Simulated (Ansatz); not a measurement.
## bcc W

Level of theory: LDA in Ansatz (PAW).

Numerical settings: plane-wave cutoff 500 eV, 18×18×1 k mesh (along the axes of the cell as run), Fermi–Dirac smearing 0.1 eV, scalar-relativistic PAW data made under PBE.

Cell: relaxed at this level.

- surface energy of the (100) face: 4.45 J/m²
- work function of the (100) face: 4.41 eV

The slab of 8 atoms is relaxed and unreconstructed.

Spin–orbit coupling is not included.

Computed values are for the static lattice.

The result took very roughly 5 core-minutes.

Ansatz is a first-principles code.
